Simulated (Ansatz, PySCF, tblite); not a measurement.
**Ladder of methods for the bulk modulus of zinc-blende BP**

Reference value: 176 GPa (measured, 0 K, zero-point effect removed, our sources range from 168 to 176; as tabulated in Goldzak et al. (2022), arXiv:2208.04865).

| level (code) | value (GPa) | cell (Å³/atom) | error (%) |
|---|---|---|---|
| GFN1-xTB (tblite) | 164 | 11.96 | -6.8 |
| LDA (Ansatz) | 176 | 11.32 | 0.0 |
| PBE (Ansatz) | 162 | 11.76 | -8.0 |
| rVV10 (Ansatz) | 159 | 11.89 | -9.7 |
| r²SCAN+rVV10 (Ansatz) | 171 | 11.63 | -2.8 |
| B3LYP (VWN-RPA form) (Ansatz) | 162 | 11.86 | -8.0 |
| Hartree–Fock (Ansatz) | 175 | 12.04 | -0.6 |
| MP2 (PySCF) | 184 ± 6 | 11.29 | +4.5 |
| CCSD (PySCF) | 176 ± 5 | 11.46 | 0.0 |

Once the reference is moved by up to 4.8 % (a margin picked here for doubts on the reference and the settings) and values within 1.7 % count as equal, the nearest can be LDA (0.0 %), CCSD (0.0 %), Hartree–Fock (-0.6 %), r²SCAN+rVV10 (-2.8 %), MP2 (+4.5 %), GFN1-xTB (-6.8 %), PBE (-8.0 %) or B3LYP (VWN-RPA form) (-8.0 %). Within 15 %: GFN1-xTB, LDA, PBE, rVV10, r²SCAN+rVV10, B3LYP (VWN-RPA form), Hartree–Fock, MP2, CCSD.

A ± on a computed value is a rough bar: the spread of its extrapolation, a floor set from checks against published values, or a statistical error. GFN1-xTB: the method was fitted mainly to molecules. GFN1-xTB: the run uses a supercell at the zone centre in place of a k mesh. Each level is taken at its own relaxed cell. Cutoffs and k meshes differ between the levels. Ansatz's density-functional and Hartree–Fock values are scalar-relativistic unless marked +SOC, with PAW data made under PBE.

Differences are worked out from the printed values.

Ansatz is an electronic-structure program.
